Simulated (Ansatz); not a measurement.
Consider the substitution at a C–C bond: `CC(Cl)OCF` + H–F → `FCOC(F)Cl` + CH₄.

Calculated with Ansatz (gas phase, PBE0-D4/def2-TZVP geometries, no zero-point term in ΔE). CBS: MP2 limit from def2 TZ/QZ plus the TZ coupled-cluster correction, frozen cores. This one scheme is used for every species. Functionals use def2-TZVPP. One conformer a species, not always the lowest.

CCSD(T)/CBS gives +43.5 kJ/mol.

Q: Another level gave +37.9 kJ/mol. Which?
A. CAM-B3LYP/def2-TZVPP
B. PBE0-D4/def2-TZVPP
C. PBE0/def2-TZVPP
D. SCS-MP2/def2-TZVPP

A: D. SCS-MP2/def2-TZVPP 37.9, PBE0-D4 32.1, CAM-B3LYP 19.8, PBE0 27.8 kJ/mol.

Q: What do rigid-rotor, harmonic-oscillator terms from PBE0-D4/def2-TZVP frequencies (298.15 K, 1 bar) make of the CCSD(T)/CBS value? (An estimate is asked.)

A: Ansatz gave: ΔZPE = -1.4 kJ/mol, ΔH = +41.6 kJ/mol, ΔS = 5 J/(mol·K), ΔG = +40.1 kJ/mol. Modes under 50 cm⁻¹ make the entropy rough.

Largest T1 diagnostic among the species: 0.012.

At CCSD(T), def2-SVP lies −21.1 kJ/mol from the extrapolated value and def2-TZVPP −7.0 kJ/mol. Leaving LDA and LC-ωPBE aside and taking each functional with its dispersion term where it has one, the values, not all of them listed here, spread over 15.0 kJ/mol, from B97M-V to PBE-QIDH. LDA lies +6.5 kJ/mol from PBE without D4. The D4 term adds +7.9 kJ/mol with B3LYP and +4.3 kJ/mol with PBE0; it sums over pairs of atoms, weighted by their polarisabilities, and B3LYP, whose exchange is more repulsive, gets the larger term.

CCSD(T)/CBS has its own doubt, a few kJ/mol and more with outer-core shells, so smaller differences from it don't rank the levels.

B3LYP here is the variant with VWN-RPA as its local correlation; programs differ in this.
